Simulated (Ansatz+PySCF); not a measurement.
The numbers below are computed, except where a source is named.
Several solutions for doublet H₂OF in separate pieces

```yaml
atoms:
  - { symbol: O, position_ang: [0.0000, 0.0000, -0.3906] }
  - { symbol: H, position_ang: [0.0000, 0.0000, 3.1246] }
  - { symbol: H, position_ang: [30.0000, 0.0000, -0.8282] }
  - { symbol: F, position_ang: [30.0000, 0.0000, 0.0920] }
```

Basis set: 6-31G (spherical functions). Charge 0, multiplicity 2.

CASSCF(5,5) was run from several starts with Ansatz (development build ahead of 0.2.0) and PySCF 2.14.0. The starts are those of the Hartree–Fock orbitals from which the active space was taken at the frontier.

```json
{"run": "A", "program": "PySCF", "start": "program defaults", "converged": "no", "energy (hartree)": "–", "<S²>": "–"}
{"run": "B", "program": "Ansatz", "start": "atomic start, no search", "converged": "yes", "energy (hartree)": "-175.26000", "<S²>": "0.75"}
{"run": "C", "program": "Ansatz", "start": "stability test followed", "converged": "yes", "energy (hartree)": "-175.27177", "<S²>": "0.75"}
{"run": "D", "program": "Ansatz", "start": "search for the lowest state", "converged": "yes", "energy (hartree)": "-175.28556", "<S²>": "0.75"}
```

(1) Which runs reached the lowest solution of this kind, and what is wrong with the others?

Results:

(1) D reached the lowest solution found. Converged but too high: B by 0.70 eV, C by 0.38 eV. Convergence only shows a stationary point; in CASSCF the end hangs on which orbitals enter the active space. Not converged: A. Caution: other starts end on other solutions of this active space.
